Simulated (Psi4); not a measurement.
**[BF2]+: a line through the functionals**

[BF2]+ has 3 atoms, charge +1, and is taken as a singlet. SMILES: `F[B+]F`. Geometry: relaxed at PBE0-D4/def2-TZVP.

The vertical ionisation energy (to the doublet dication) y, in eV, basis cc-pVTZ; a is the functional's share of exact exchange. Programs: Psi4 1.11.

| functional | program | a | y (eV) |
| --- | --- | --- | --- |
| BLYP | Psi4 | 0 | 25.60 |
| r2SCAN | Psi4 | 0 | 25.89 |
| TPSSh | Psi4 | 0.1 | 25.83 |
| B3LYP | Psi4 | 0.2 | 26.16 |
| PBE0 | Psi4 | 0.25 | ? |
| BHLYP | Psi4 | 0.5 | 26.46 |

Fit y = c + s·a to the known rows and predict PBE0.


1. Means of the 5 rows: a = 0.1600, y = 25.988.
2. Σ(Δa)² = 0.172, Σ(Δa·Δy) = 0.2546, so the slope is 0.2546/0.172 = 1.4802.
3. Intercept: 25.988 − (1.4802) × 0.1600 = 25.751. The largest residual of the fit is 0.15.
4. PBE0: 25.751 + (1.4802) × 0.25 = 26.12 eV.

The run gave 26.14 eV, so the prediction is off by -0.02 eV, within the largest residual. The rows mix families of semi-local functionals, which the line can't see.
